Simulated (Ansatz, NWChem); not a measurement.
# From NWChem to Ansatz

This NWChem 7.3.0 job computes BN2H5 (SMILES NBN):

bh5n2.xyz:
```
8

N     -0.971000     0.516500    -0.581100
B      0.194200     0.386600     0.200500
N      0.848200    -0.845200     0.401400
H     -1.426800    -0.244500    -1.053400
H     -1.423900     1.400900    -0.713700
H      0.649700     1.368600     0.718000
H      1.676700    -0.919800     0.960900
H      0.545000    -1.720300     0.011600
```

run.py:
```python
from ase.io import read
from ase.calculators.nwchem import NWChem

system = read('bh5n2.xyz')

calc = NWChem(
    label='bh5n2',
    theory='dft',
    memory='2200 mb',
    basis='6-311+G**',
    basispar='spherical bse',
    dft={'xc': 'b3lyp', 'mult': '1', 'grid': 'fine', 'convergence': 'energy 1e-08', 'iterations': '100', 'mulliken': None, 'print': 'low'},
)
system.calc = calc

forces = system.get_forces()
e = system.get_potential_energy()
print(f"E = {e:.6f} eV")
print("forces (eV/A):")
for s, f in zip(system.symbols, forces):
    print(f"{s:2s} {f[0]:10.5f} {f[1]:10.5f} {f[2]:10.5f}")
```

```bash
$ export ASE_NWCHEM_COMMAND="nwchem PREFIX.nwi > PREFIX.nwo"
$ python run.py
```

The shape is that of a PBE0-D4/def2-TZVP optimisation.

It gives a total energy of -137.501972 Eh.

Problem. Write the same calculation for Ansatz 0.2.0 as an input file of the program's own, asking for the energy.

Solution. One way, which was run:

input.yaml:
```yaml
crystal:
  periodic: [false, false, false]
  atoms:
    - {symbol: N, position_ang: [-0.971000, 0.516500, -0.581100]}
    - {symbol: B, position_ang: [0.194200, 0.386600, 0.200500]}
    - {symbol: N, position_ang: [0.848200, -0.845200, 0.401400]}
    - {symbol: H, position_ang: [-1.426800, -0.244500, -1.053400]}
    - {symbol: H, position_ang: [-1.423900, 1.400900, -0.713700]}
    - {symbol: H, position_ang: [0.649700, 1.368600, 0.718000]}
    - {symbol: H, position_ang: [1.676700, -0.919800, 0.960900]}
    - {symbol: H, position_ang: [0.545000, -1.720300, 0.011600]}
basis:
  gaussian: {orbitals: 6-311+G_st__st_.json}
output: {orbitals: {seedname: orbitals}}
accuracy: high
hamiltonian: {xc: {name: B3LYP}}
```

```bash
$ ansatz run input.yaml --threads 1 --pin off --max-ram 3480MiB --events-out events.jsonl --progress --plain --runs-dir runs
```

(Basis files named in the input come from the Basis Set Exchange and aren't shown.)

Its energy is -137.501972 Eh, 0.000 mEh from the first.
